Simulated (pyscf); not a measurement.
Optimised with ωB97X-D3(BJ)/def2-SVP in PySCF.

Question: `[NH2][Si]([SiH3])([SiH3])[SiH3]` + `[SiH4]` → `[NH2][Si]([SiH3])([SiH3])[SiH2][SiH3]` + `[H][H]`
Surface: singlet. Broken: H–Si, H–Si. Formed: Si–Si, H–H. Give ΔE‡ and ΔE from ωB97M-D3(BJ)/def2-TZVP, relative to the separated reactants.

Answer: ΔE‡ = 3.08 eV, ΔE = +0.17 eV. Zero-point energy shifts the barrier by +0.01 eV. It is a four-centre exchange, with an imaginary mode of 1697i cm⁻¹. At the saddle there is also a short H–Si contact that neither side keeps. H₂N–Si(SiH₃)(SiH₃)–SiH₃ lies 0.55 eV over its isomer H₃Si–NH–SiH(SiH₃)–SiH₃ (electronic energy, ωB97M-D3(BJ)/def2-TZVP). This is the saddle that the search found; another between the same sides may lie lower.
